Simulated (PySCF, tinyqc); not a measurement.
CIS on RHF in the sto-6g basis, frozen core, for LiH, spin multiplicity 1, step by step. The lowest restricted solution is unstable here: a spin-polarised one lies 0.0129 hartree lower (PySCF). Computed by tinyqc, a small Python program that keeps every step (integrals from PySCF). Settings: charge = 0, multiplicity = 1, basis = sto-6g, method = RHF, frozen orbitals = 1, energy threshold = 1e-10, iteration cap = 63, orthogonalisation = symmetric, start = core, DIIS depth = 6. Command: `OMP_NUM_THREADS=1 python tinyqc.py 24513 24514 out.jsonl` (the two numbers bound the seeds that draw the settings). One thread of a shared host (Intel(R) Xeon(R) Processor @ 2.60GHz), about 0.09 s of CPU time with the checks. The early iterations of the SCF are left out here.

## One-electron integrals

Geometry (angstrom):
```
atom         x         y         z
Li    0.000000  0.000000  0.000000
H     0.000000  0.000000  2.331000
```

Basis sto-6g: exponents (1/bohr^2) and contraction coefficients of normalised primitives:
```
element  l (shell)    exponent  coefficient
Li           s (1)  167.175846     0.009164
Li           s (1)   30.651508     0.049361
Li           s (1)    8.575187     0.168538
Li           s (1)    2.945808     0.370563
Li           s (1)    1.143944     0.416492
Li           s (1)    0.471139     0.130334
Li           s (2)    6.597564    -0.013253
Li           s (2)    1.305830    -0.046992
Li           s (2)    0.405851    -0.033785
Li           s (2)    0.156146     0.250242
Li           s (2)    0.067814     0.595117
Li           s (2)    0.031084     0.240706
Li           p (3)    6.597564     0.003760
Li           p (3)    1.305830     0.037679
Li           p (3)    0.405851     0.173897
Li           p (3)    0.156146     0.418036
Li           p (3)    0.067814     0.425860
Li           p (3)    0.031084     0.101708
H            s (1)   35.523221     0.009164
H            s (1)    6.513144     0.049361
H            s (1)    1.822143     0.168538
H            s (1)    0.625955     0.370563
H            s (1)    0.243077     0.416492
H            s (1)    0.100112     0.130334
```

Overlap, kinetic and nuclear-attraction integrals over the contracted functions; the nuclear repulsion is the sum of Za Zb / Rab.

nuclear repulsion = 0.68105175 hartree

overlap S, order 1Li 1s, 1Li 2s, 1Li 2px, 1Li 2py, 1Li 2pz, 2H 1s:
$$\begin{pmatrix}
1.000000 & 0.235742 & 0.000000 & 0.000000 & 0.000000 & 0.013673 \\
0.235742 & 1.000000 & 0.000000 & 0.000000 & 0.000000 & 0.231608 \\
0.000000 & 0.000000 & 1.000000 & 0.000000 & 0.000000 & 0.000000 \\
0.000000 & 0.000000 & 0.000000 & 1.000000 & 0.000000 & 0.000000 \\
0.000000 & 0.000000 & 0.000000 & 0.000000 & 1.000000 & 0.337215 \\
0.013673 & 0.231608 & 0.000000 & 0.000000 & 0.337215 & 1.000000
\end{pmatrix}$$

kinetic energy T (hartree), order 1Li 1s, 1Li 2s, 1Li 2px, 1Li 2py, 1Li 2pz, 2H 1s:
$$\begin{pmatrix}
3.616742 & -0.110723 & 0.000000 & 0.000000 & 0.000000 & -0.005878 \\
-0.110723 & 0.106524 & 0.000000 & 0.000000 & 0.000000 & 0.008336 \\
0.000000 & 0.000000 & 0.320007 & 0.000000 & 0.000000 & 0.000000 \\
0.000000 & 0.000000 & 0.000000 & 0.320007 & 0.000000 & 0.000000 \\
0.000000 & 0.000000 & 0.000000 & 0.000000 & 0.320007 & 0.038401 \\
-0.005878 & 0.008336 & 0.000000 & 0.000000 & 0.038401 & 0.768522
\end{pmatrix}$$

nuclear attraction V (hartree), order 1Li 1s, 1Li 2s, 1Li 2px, 1Li 2py, 1Li 2pz, 2H 1s:
$$\begin{pmatrix}
-8.294162 & -0.881879 & 0.000000 & 0.000000 & -0.008021 & -0.052690 \\
-0.881879 & -1.420492 & 0.000000 & 0.000000 & -0.081097 & -0.349130 \\
0.000000 & 0.000000 & -1.400522 & 0.000000 & 0.000000 & 0.000000 \\
0.000000 & 0.000000 & 0.000000 & -1.400522 & 0.000000 & 0.000000 \\
-0.008021 & -0.081097 & 0.000000 & 0.000000 & -1.460282 & -0.514299 \\
-0.052690 & -0.349130 & 0.000000 & 0.000000 & -0.514299 & -1.920533
\end{pmatrix}$$

core Hamiltonian H = T + V (hartree), order 1Li 1s, 1Li 2s, 1Li 2px, 1Li 2py, 1Li 2pz, 2H 1s:
$$\begin{pmatrix}
-4.677419 & -0.992602 & 0.000000 & 0.000000 & -0.008021 & -0.058567 \\
-0.992602 & -1.313969 & 0.000000 & 0.000000 & -0.081097 & -0.340794 \\
0.000000 & 0.000000 & -1.080515 & 0.000000 & 0.000000 & 0.000000 \\
0.000000 & 0.000000 & 0.000000 & -1.080515 & 0.000000 & 0.000000 \\
-0.008021 & -0.081097 & 0.000000 & 0.000000 & -1.140274 & -0.475898 \\
-0.058567 & -0.340794 & 0.000000 & 0.000000 & -0.475898 & -1.152011
\end{pmatrix}$$

## Two-electron integrals

Functions are numbered as in S; the eight-fold symmetry (ij|kl) = (ji|kl) = (kl|ij) leaves the list below.

Two-electron integrals (ij|kl) in chemists' order, unique and non-zero (hartree):
```
(11|11) 1.681247   (21|11) 0.242603   (21|21) 0.044507   (22|11) 0.397190
(22|21) 0.090279   (22|22) 0.290625   (31|31) 0.009437   (32|31) 0.014261
(32|32) 0.064236   (33|11) 0.397190   (33|21) 0.090279   (33|22) 0.290625
(33|33) 0.313125   (41|41) 0.009437   (42|41) 0.014261   (42|42) 0.064236
(43|43) 0.016875   (44|11) 0.397190   (44|21) 0.090279   (44|22) 0.290625
(44|33) 0.279374   (44|44) 0.313125   (51|51) 0.009437   (52|51) 0.014261
(52|52) 0.064236   (53|53) 0.016875   (54|54) 0.016875   (55|11) 0.397190
(55|21) 0.090279   (55|22) 0.290625   (55|33) 0.279374   (55|44) 0.279374
(55|55) 0.313125   (61|11) 0.013611   (61|21) 0.002468   (61|22) 0.005145
(61|33) 0.005070   (61|44) 0.005070   (61|51) 0.000333   (61|52) 0.000709
(61|55) 0.005296   (61|61) 0.000152   (62|11) 0.066101   (62|21) 0.015404
(62|22) 0.057273   (62|33) 0.053948   (62|44) 0.053948   (62|51) 0.002418
(62|52) 0.017866   (62|55) 0.063923   (62|61) 0.001063   (62|62) 0.023765
(63|31) 0.000880   (63|32) 0.004902   (63|53) 0.002231   (63|63) 0.001126
(64|41) 0.000880   (64|42) 0.004902   (64|54) 0.002231   (64|64) 0.001126
(65|11) 0.091361   (65|21) 0.021412   (65|22) 0.081535   (65|33) 0.075987
(65|44) 0.075987   (65|51) 0.003771   (65|52) 0.027886   (65|55) 0.092633
(65|61) 0.001515   (65|62) 0.036365   (65|65) 0.055950   (66|11) 0.226978
(66|21) 0.053488   (66|22) 0.217711   (66|33) 0.200273   (66|44) 0.200273
(66|51) 0.007980   (66|52) 0.076516   (66|55) 0.252588   (66|61) 0.003753
(66|62) 0.121784   (66|65) 0.191075   (66|66) 0.774999
```

## Orthogonalisation

S = U s U^T; symmetric (Loewdin) form X = U s^(-1/2) U^T, so that X^T S X = 1.

eigenvalues of S: [0.569183, 0.812652, 1.000000, 1.000000, 1.177802, 1.440363]

X, order 1Li 1s, 1Li 2s, 1Li 2px, 1Li 2py, 1Li 2pz, 2H 1s:
$$\begin{pmatrix}
1.022265 & -0.125633 & 0.000000 & 0.000000 & -0.004895 & 0.016462 \\
-0.125633 & 1.046172 & 0.000000 & 0.000000 & 0.034518 & -0.133331 \\
0.000000 & 0.000000 & 1.000000 & 0.000000 & 0.000000 & 0.000000 \\
0.000000 & 0.000000 & 0.000000 & 1.000000 & 0.000000 & 0.000000 \\
-0.004895 & 0.034518 & 0.000000 & 0.000000 & 1.048747 & -0.189144 \\
0.016462 & -0.133331 & 0.000000 & 0.000000 & -0.189144 & 1.072256
\end{pmatrix}$$

## Iteration 8 (converged): orbitals

converged F (hartree), order 1Li 1s, 1Li 2s, 1Li 2px, 1Li 2py, 1Li 2pz, 2H 1s:
$$\begin{pmatrix}
-2.410335 & -0.621193 & 0.000000 & 0.000000 & 0.013024 & -0.037004 \\
-0.621193 & -0.188336 & 0.000000 & 0.000000 & -0.053149 & -0.179268 \\
0.000000 & 0.000000 & 0.156594 & 0.000000 & 0.000000 & 0.000000 \\
0.000000 & 0.000000 & 0.000000 & 0.156594 & 0.000000 & 0.000000 \\
0.013024 & -0.053149 & 0.000000 & 0.000000 & 0.067913 & -0.180192 \\
-0.037004 & -0.179268 & 0.000000 & 0.000000 & -0.180192 & -0.070870
\end{pmatrix}$$

Diagonalise F' = X^T F X, C = X C', fill 2 alpha and 2 beta electrons from the bottom; D = 2 C_occ C_occ^T. Each column has its largest component positive (the first on a tie).

F' = X^T F X (hartree):
$$\begin{pmatrix}
-2.362965 & -0.339912 & 0.000000 & 0.000000 & 0.010942 & 0.022709 \\
-0.339912 & -0.035583 & 0.000000 & 0.000000 & -0.000065 & -0.179512 \\
0.000000 & 0.000000 & 0.156594 & 0.000000 & 0.000000 & 0.000000 \\
0.000000 & 0.000000 & 0.000000 & 0.156594 & 0.000000 & 0.000000 \\
0.010942 & -0.000065 & 0.000000 & 0.000000 & 0.141866 & -0.210703 \\
0.022709 & -0.179512 & 0.000000 & 0.000000 & -0.210703 & 0.039954
\end{pmatrix}$$

orbital energies (hartree): MO1 -2.411640, MO2 -0.222391, MO3 0.067857, MO4 0.156594, MO5 0.156594, MO6 0.349446

coefficients C, order 1Li 1s, 1Li 2s, 1Li 2px, 1Li 2py, 1Li 2pz, 2H 1s:
$$\begin{pmatrix}
0.994179 & -0.138561 & -0.205996 & 0.000000 & 0.000000 & 0.105254 \\
0.023597 & 0.503545 & 0.802627 & 0.000000 & 0.000000 & -0.480523 \\
0.000000 & 0.000000 & 0.000000 & 0.209781 & 0.977748 & 0.000000 \\
0.000000 & 0.000000 & 0.000000 & 0.977748 & -0.209781 & 0.000000 \\
-0.004487 & 0.322026 & -0.579539 & 0.000000 & 0.000000 & -0.835030 \\
-0.000898 & 0.617101 & -0.223438 & 0.000000 & 0.000000 & 0.879101
\end{pmatrix}$$

D after iteration 8, order 1Li 1s, 1Li 2s, 1Li 2px, 1Li 2py, 1Li 2pz, 2H 1s:
$$\begin{pmatrix}
2.015184 & -0.092624 & 0.000000 & 0.000000 & -0.098162 & -0.172799 \\
-0.092624 & 0.508229 & 0.000000 & 0.000000 & 0.324098 & 0.621434 \\
0.000000 & 0.000000 & 0.000000 & 0.000000 & 0.000000 & 0.000000 \\
0.000000 & 0.000000 & 0.000000 & 0.000000 & 0.000000 & 0.000000 \\
-0.098162 & 0.324098 & 0.000000 & 0.000000 & 0.207442 & 0.397453 \\
-0.172799 & 0.621434 & 0.000000 & 0.000000 & 0.397453 & 0.761629
\end{pmatrix}$$

Within a degenerate level the vectors are fixed only up to a rotation; this is one choice.

## Convergence

Stop when the energy changes by less than 1e-10 hartree and every element of the error matrix X^T (F D S - S D F) X is below 3e-06.

Course of the cycle:
```
iteration  E (hartree)     change  largest element of the error matrix
1          -7.81343122          -                             1.82e-01
2          -7.88002670  -6.66e-02                             1.67e-02
3          -7.88087866  -8.52e-04                             6.00e-03
4          -7.88107981  -2.01e-04                             2.88e-03
5          -7.88114539  -6.56e-05                             1.01e-04
6          -7.88114541  -1.93e-08                             2.65e-05
7          -7.88114541  -1.98e-09                             1.75e-06
8          -7.88114541  -7.53e-12                             6.66e-09
```

PySCF RHF in the same basis = -7.88114541 hartree

Converged in 8 iterations.

## Integrals over molecular orbitals

(pq|rs) = sum C_ip C_jq C_kr C_ls (ij|kl), one index at a time.

one-electron integrals over orbitals h = C^T H C (hartree):
$$\begin{pmatrix}
-4.670252 & 0.095047 & 0.162945 & 0.000000 & 0.000000 & -0.054979 \\
0.095047 & -1.257914 & 0.002652 & 0.000000 & 0.000000 & 0.058597 \\
0.162945 & 0.002652 & -1.090095 & 0.000000 & 0.000000 & 0.020023 \\
0.000000 & 0.000000 & 0.000000 & -1.080515 & 0.000000 & 0.000000 \\
0.000000 & 0.000000 & 0.000000 & 0.000000 & -1.080515 & 0.000000 \\
-0.054979 & 0.058597 & 0.020023 & 0.000000 & 0.000000 & -1.028088
\end{pmatrix}$$

Two-electron integrals over orbitals (pq|rs), unique and non-zero (hartree); the lowest 1 orbital is frozen and left out:
```
(22|22) 0.442363    (32|22) -0.062685   (32|32) 0.024734    (33|22) 0.210266
(33|32) 0.016463    (33|33) 0.325217    (42|42) 0.020440    (43|42) 0.020694
(43|43) 0.041691    (44|22) 0.236817    (44|32) 0.017158    (44|33) 0.278852
(44|44) 0.313125    (52|52) 0.020440    (53|52) 0.020694    (53|53) 0.041691
(54|54) 0.016875    (55|22) 0.236817    (55|32) 0.017158    (55|33) 0.278852
(55|44) 0.279374    (55|55) 0.313125    (62|22) 0.107023    (62|32) -0.048649
(62|33) -0.019115   (62|44) -0.041844   (62|55) -0.041844   (62|62) 0.133627
(63|22) -0.060882   (63|32) 0.020320    (63|33) 0.037199    (63|44) 0.010007
(63|55) 0.010007    (63|62) -0.041493   (63|63) 0.033435    (64|42) -0.017753
(64|43) -0.011333   (64|64) 0.018878    (65|52) -0.017753   (65|53) -0.011333
(65|65) 0.018878    (66|22) 0.410794    (66|32) -0.048666   (66|33) 0.238365
(66|44) 0.255750    (66|55) 0.255750    (66|62) 0.085941    (66|63) -0.045926
(66|66) 0.403287
```

## CIS matrix, singlets

A(ia,jb) = (e_a - e_i) d_ij d_ab + 2 (ia|jb) - (ij|ab).

CIS matrix A, singlet (hartree), order 2>3, 2>4, 2>5, 2>6:
$$\begin{pmatrix}
0.129449 & 0.000000 & 0.000000 & -0.036416 \\
0.000000 & 0.183048 & 0.000000 & 0.000000 \\
0.000000 & 0.000000 & 0.183048 & 0.000000 \\
-0.036416 & 0.000000 & 0.000000 & 0.428297
\end{pmatrix}$$

## CIS singlet states

dipole integrals <i|r|a> (bohr), order 2>3, 2>4, 2>5, 2>6:
$$\begin{pmatrix}
0.000000 & 0.000000 & -0.900230 \\
0.208127 & 0.970041 & 0.000000 \\
0.970041 & -0.208127 & 0.000000 \\
0.000000 & 0.000000 & 1.199827
\end{pmatrix}$$

Diagonalise A (1 hartree = 27.211386 eV); each vector has its largest component positive (the first on a tie). The transition dipole is mu = sqrt2 sum c_ia <i|r|a>.

singlet excitation energies (eV): [3.403484, 4.980984, 4.980984, 11.773571]

lowest vectors, order 2>3, 2>4, 2>5, 2>6:
$$\begin{pmatrix}
0.992865 & 0.000000 & 0.000000 & -0.119240 \\
0.000000 & 0.929071 & 0.369902 & 0.000000 \\
0.000000 & -0.369902 & 0.929071 & 0.000000 \\
0.119240 & 0.000000 & 0.000000 & 0.992865
\end{pmatrix}$$

oscillator strengths 2/3 w |mu|^2: [0.093992, 0.240231, 0.240231, 0.972867]

Within a degenerate level the vectors are fixed only up to a rotation; this is one choice.

## CIS matrix, triplets

A(ia,jb) = (e_a - e_i) d_ij d_ab - (ij|ab).

CIS matrix A, triplet (hartree), order 2>3, 2>4, 2>5, 2>6:
$$\begin{pmatrix}
0.079982 & 0.000000 & 0.000000 & 0.060882 \\
0.000000 & 0.142168 & 0.000000 & 0.000000 \\
0.000000 & 0.000000 & 0.142168 & 0.000000 \\
0.060882 & 0.000000 & 0.000000 & 0.161043
\end{pmatrix}$$

## CIS triplet states

Diagonalise A (1 hartree = 27.211386 eV); each vector has its largest component positive (the first on a tie).

triplet excitation energies (eV): [1.289072, 3.868579, 3.868579, 5.269532]

lowest vectors, order 2>3, 2>4, 2>5, 2>6:
$$\begin{pmatrix}
0.881520 & 0.000000 & 0.000000 & 0.472147 \\
0.000000 & -0.674844 & 0.737960 & 0.000000 \\
0.000000 & 0.737960 & 0.674844 & 0.000000 \\
-0.472147 & 0.000000 & 0.000000 & 0.881520
\end{pmatrix}$$

Within a degenerate level the vectors are fixed only up to a rotation; this is one choice.
